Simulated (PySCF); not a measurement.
Level of theory: B3LYP-D3(BJ)/def2-TZVP // PBE0-D3(BJ)/def2-SVP (PySCF 2.14.0). Gas-phase values, no solvent. B3LYP has the VWN-RPA correlation part, as in Gaussian. Excitations are Tamm–Dancoff values on a coarser integration grid. The basis has no diffuse functions, so Rydberg states are missing or too high.

Reference species (SMILES): `CSC` (neutral, multiplicity 1).

```
Item                      Result
----------------------  --------
HOMO                    -6.03 eV
dipole moment             1.51 D
T1 excitation (TDA)      4.88 eV
S1 oscillator strength     0.000
```

Changed species: `CC#N` (free base CH3CN; the reference has free base S(CH3)2).

### Question
Predict the effect on the HOMO, dipole moment, T1 excitation (TDA) and S1 oscillator strength.

### Answer
the HOMO decreases by 3.16 eV, to -9.19 eV; the dipole moment increases by 2.50 D, to 4.01 D; the T1 excitation (TDA) goes up by 1.46 eV, to 6.34 eV; the S1 oscillator strength stays essentially unchanged.
